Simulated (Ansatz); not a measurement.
**BSiC+ (triplet): the correlation ladder, def2-TZVPP**

The task here is to estimate one member of a computed series from the others.

The runs use Ansatz 0.2.0, Gaussian basis; def2-TZVPP, core rule «outside noble gas», up to 7 orbitals frozen.

To be run: UHF; ROHF; CCSD(T) on UHF.

2 further runs of the same task are left out: 2 set aside as unsound or not needed.

### The geometry

The geometry is a PBE0/def2-TZVP stationary point (not a proven minimum) of the parent state, kept for this charge and spin.

3 atoms, charge 1, spin multiplicity 3.

Atoms are counted from 1 here; the program's logs count them from 0.

Bond lengths: B1–C2 1.370 Å, C2–Si3 1.676 Å. Angles: B1–C2–Si3 180.0°.

As a file:

```xyz
3

B     0.00000    0.00000   -1.47213
C     0.00000    0.00000   -0.10213
Si    0.00000    0.00000    1.57427
```

Set-up of the first run:

Input file in.yaml:

```yaml
crystal:
  periodic: [false, false, false]
  atoms:
    - {symbol: B, position_ang: [0.000000, 0.000000, -1.472133]}
    - {symbol: C, position_ang: [0.000000, 0.000000, -0.102133]}
    - {symbol: Si, position_ang: [0.000000, 0.000000, 1.574267]}
basis:
  gaussian: {orbitals: def2-TZVPP}
total_charge: 1
magnetization: {spin_polarized: true, initial_magnetization: 2}
hamiltonian: {xc: hf}
output: {orbitals: {seedname: orbitals}}
```

Launch:

```sh
$ ansatz run in.yaml --threads 1 --pin off --events-out ev --progress --plain --max-ram 4096MiB --backend cpu
```

Among the steps run: UHF; ROHF; CCSD(T) on UHF.

One table of the session follows, with a row left open; its other results are not shown here.

It belongs to the step «Misses and costs». 

```
  method  from UCCSD(T) (kcal/mol)
    ROHF                   +176.53
     UHF                   +173.99
    UMP2                         ?
   UCCSD                     +8.85
UCCSD(T)                         0
```

Q: Estimate the row for UMP2 from the others.

The run gave: from UCCSD(T) (kcal/mol): +27.91. In the column «from UCCSD(T) (kcal/mol)» it lies between UCCSD (+8.85) and UHF (+173.99).
